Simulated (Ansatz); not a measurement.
Species, as SMILES: [SiH3] (SiH3), doublet.
Atoms: Si1, H2, H3, H4. Bonds: Si1-H2, Si1-H3, Si1-H4.

How fast the optimised Si1-H2 bond length converges with the basis for several methods (Ansatz, an electronic-structure program): deviation from each method's own reference, in Å. References: HF 1.4746 Å, the value in aug-cc-pV(Q+d)Z; MP2 1.4743 Å, the value in aug-cc-pV(Q+d)Z; PBE 1.4931 Å, the value in aug-cc-pV(Q+d)Z; PBE0 1.4841 Å, the value in aug-cc-pV(Q+d)Z. Cartesian d functions, on some or all atoms, in 6-31+G*, 6-31G**, 6-311G**; all else is spherical. In correlated methods cores are frozen. Open shells are unrestricted. No added dispersion term, no relativity. The reference of a correlated method is not its basis-set limit, which lies further on.

```
basis            functions      HF  MP2     PBE    PBE0
---------------  ---------  ------  ---  ------  ------
3-21G                   19  0.0116  ___  0.0175  0.0156
6-31+G*                 29  0.0005  ___  0.0077  0.0052
6-31G**                 34  0.0017  ___  0.0065  0.0047
6-311G**                45  0.0024  ___  0.0055  0.0045
def2-SVPD               48  0.0074  ___  0.0103  0.0090
aug-cc-pV(D+d)Z         59  0.0065  ___  0.0099  0.0084
aug-cc-pV(T+d)Z        124  0.0012  ___  0.0018  0.0015
def2-QZVPP             160  0.0000  ___  0.0012  0.0007
```

### Question
Fill in the missing entries.

### Answer

- 3-21G, MP2: 0.0230
- 6-31+G*, MP2: 0.0081
- 6-31G**, MP2: -0.0008
- 6-311G**, MP2: -0.0002
- def2-SVPD, MP2: 0.0083
- aug-cc-pV(D+d)Z, MP2: 0.0091
- aug-cc-pV(T+d)Z, MP2: 0.0011
- def2-QZVPP, MP2: -0.0006

Mean absolute deviation over 6-311G**, aug-cc-pV(T+d)Z: MP2 0.0007, HF 0.0018, PBE0 0.0030, PBE 0.0036 Å.
